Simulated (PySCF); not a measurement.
C2H2, SMILES C#C.

Geometry: ωB97X-D3(BJ)/def2-TZVPD.

Method: ωB97X-D3(BJ)/def2-TZVPD run with PySCF.

Frequencies are harmonic and unscaled.

Modes within 1.5 cm⁻¹ of each other (mostly degenerate sets) share a row, with their intensities summed.

Computed harmonic wavenumbers and intensities:
```tsv
mode	ν (cm⁻¹)	IR (km/mol)	Raman (Å⁴/amu)	depolarisation	moving atoms (share of kinetic energy)
1–2	703	0.0	5.6	0.75	H 61 %, C 39 %
3–4	784	195.7	0.0	–	H 92 %
5	2100	0.0	110.5	0.07	C 80 %, H 20 %
6	3422	84.9	0.0	–	H 92 %
7	3525	0.0	50.3	0.28	H 80 %, C 20 %
```
